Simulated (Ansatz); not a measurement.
**BNH₂+ (quartet): the correlation ladder, def2-TZVPP**

One table from this session's results is given with a row withheld; the runs are named, their logs left out.

Program: Ansatz 0.2.0, Gaussian basis. Level of theory: def2-TZVPP, core rule «outside noble gas», up to 2 orbitals frozen. These are calculated values, not measurements.

To be run: UHF; ROHF; CCSD(T) on UHF.

2 further runs of the same task are left out: 2 set aside as unsound or not needed.

### The system

The geometry is a PBE0/def2-TZVP stationary point (not a proven minimum) of the parent state, kept for this charge and spin.

4 atoms, charge 1, spin multiplicity 4.

Atoms are counted from 1 here; the program's logs count them from 0.

Bond lengths: B1–N2 1.376 Å, B1–H3 1.215 Å, N2–H4 1.012 Å. Angles: N2–B1–H3 113.0°, B1–N2–H4 139.9°.

Set-up of the first run:

Contents of in.yaml:

```yaml
crystal:
  periodic: [false, false, false]
  atoms:
    - {symbol: B, position_ang: [0.000000, -0.124007, 0.773899]}
    - {symbol: N, position_ang: [0.000000, -0.022422, -0.597982]}
    - {symbol: H, position_ang: [0.000000, 0.956413, 1.330586]}
    - {symbol: H, position_ang: [0.000000, 0.685254, -1.321528]}
basis:
  gaussian: {orbitals: def2-TZVPP}
total_charge: 1
magnetization: {spin_polarized: true, initial_magnetization: 3}
hamiltonian: {xc: hf}
output: {orbitals: {seedname: orbitals}}
```

Started as:

```bash
$ ansatz run in.yaml --threads 1 --pin off --events-out ev --progress --plain --max-ram 3968MiB --backend cpu
```

Among the steps run: UHF; ROHF; CCSD(T) on UHF.

One table of the session follows, with a row left open; its other results are not shown here.

```
  method  from UCCSD(T) (meV)
    ROHF              +6260.3
     UHF                    ?
    UMP2              +1004.2
   UCCSD               +165.4
UCCSD(T)                    0
```

Estimate the missing values for UHF.

The run gave: from UCCSD(T) (meV): +6058.4. In the column «from UCCSD(T) (meV)» it lies between UMP2 (+1004.2) and ROHF (+6260.3).
